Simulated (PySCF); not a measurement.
Gas-phase reaction: 3 H3SiNH2 + trisilylamine ⇌ 4 N + 6 SiH4

Method: PySCF energies plus ideal-gas RRHO corrections (1 bar). † marks an energy on the PBE0/def2-TZVP geometry and frequencies; other levels use their own. MP2 freezes the core. Open shells (unrestricted): N (multiplicity 4); the rest are closed-shell singlets. H3SiNH2: computed as isolated molecules; such fragments, hydroxides, amides, oligomers or adducts are transient or little studied in the gas. MP2 isn't extrapolated to the basis-set limit; its ΔH°(298 K) is 2070.9 kJ in def2-SVP and 2301.1 kJ in def2-TZVPP. The harmonic model lacks anharmonicity and excited electronic states, which grow with temperature; levels with a mode under 35 cm⁻¹ are left out. Internal rotation in H3SiNH2, trisilylamine is treated as a harmonic vibration of one conformer, which makes the entropy rough.

```csv
level,"ΔE electronic, kJ","ΔH°(298 K), kJ","ΔS°(298 K), J/K","ΔG°(1600 K), kJ"
BLYP/def2-TZVP†,2357,2257,682,1178
M06-2X/def2-TZVP†,2423,2323,682,1243
MP2/def2-SVP†,2170,2071,682,991
PBE/def2-SVP,2446,2350,678,1277
PBE/def2-TZVP†,2492,2392,682,1313
ωB97M-V/def2-TZVP†,2413,2313,682,1233
```
ΔH° is lowest at MP2/def2-SVP† and highest at PBE/def2-TZVP†. No reference value is set beside these.
